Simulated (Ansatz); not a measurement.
# A ladder of methods for COF2 (carbonyl fluoride)

The species is COF2 (4 atoms), meant as a singlet with charge 0. SMILES: `O=C(F)F`. Geometry: relaxed at PBE0-D4/def2-TZVP.

```xyz
4

O    -1.2427   -0.1574    0.1539
C    -0.0918   -0.0116    0.0114
F     0.8455   -0.8267    0.4247
F     0.4890    0.9957   -0.5900
```

Each level gives the energy change with the C2–F3 bond stretched from 1.309 to 1.964 Å (eV). The values are calculated.

```tsv
level	kind	program	value (eV)	less FCI/STO-3G	CPU time (all runs)
SVWN5/STO-3G (restricted)	LDA	Ansatz	2.87	+0.76	1.2 s
PBE/STO-3G (restricted)	GGA	Ansatz	2.37	+0.26	1.8 s
r2SCAN/STO-3G (restricted)	meta-GGA	Ansatz	2.62	+0.51	4.5 s
BHLYP/STO-3G (restricted)	global hybrid	Ansatz	3.44	+1.33	1.9 s
wB97X/STO-3G (restricted)	range-separated hybrid	Ansatz	3.09	+0.98	7.9 s
RPA@PBE/STO-3G (restricted)	RPA	Ansatz	1.96	-0.15	3 s
MP2/STO-3G (restricted)	perturbation theory	Ansatz	2.97	+0.86	0.26 s
BCCD(T)/STO-3G (restricted)	coupled cluster or CI	Ansatz	2.12	+0.01	0.6 s
CCSD(T)/STO-3G (restricted)	coupled cluster or CI	Ansatz	2.12	+0.01	0.48 s
FCI/STO-3G	exact in the basis	Ansatz	2.11	0.00	12 s
```

FCI/STO-3G is exact within its basis and frozen core, so for wave-function methods in that basis the difference is their error; functionals converge differently with the basis, so for them it is only a difference. The first shape isn't each level's own minimum. The values span 1.96 to 3.44 eV. All rows use very small basis sets, so even the best lies far from the true value. CPU times are rough (shared hosts, several kinds of processor): they show what a rung costs within a factor of a few.
